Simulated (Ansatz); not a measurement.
LiH2⁻ (the lowest singlet isomer of a short search). Total charge -1; singlet. Geometry PBE0-D4/def2-TZVPD, basis def2-TZVPD, Ansatz.

```xyz
3

Li    0.001   -0.003    0.000
H     0.663    0.183   -1.565
H    -0.664   -0.180    1.566
```

```csv
run,HOMO (eV),LUMO (eV)
A,-0.78,3.50
B,-3.44,4.35
C,0.07,3.70
D,-0.64,3.37
```

LC-ωPBE has ω = 0.4 bohr⁻¹. B3LYP takes the VWN-RPA correlation. The structure comes from a short search, and lower isomers may exist.

The runs used B3LYP, LC-ωPBE, PBE0, r2SCAN. Estimate which is which.

A PBE0 (25 % exact exchange); B LC-ωPBE (range-separated); C r2SCAN (0 % exact exchange); D B3LYP (20 % exact exchange). Exact exchange lowers occupied and raises empty levels; among semilocal functionals meta-GGAs tend to open the gap a little, and such runs are hard to tell apart. The gap grows from 3.62 eV (r2SCAN) to 7.79 eV (LC-ωPBE). At r2SCAN-D4/def2-TZVPD the highest occupied level of the charge -1 singlet lies above zero (up to 0.07 eV). By energy differences its removal costs 2.61 eV (vertical, to the charge 0 doublet, at r2SCAN-D4/def2-TZVPD); a positive level beside a positive removal energy at the same level points to self-interaction error.
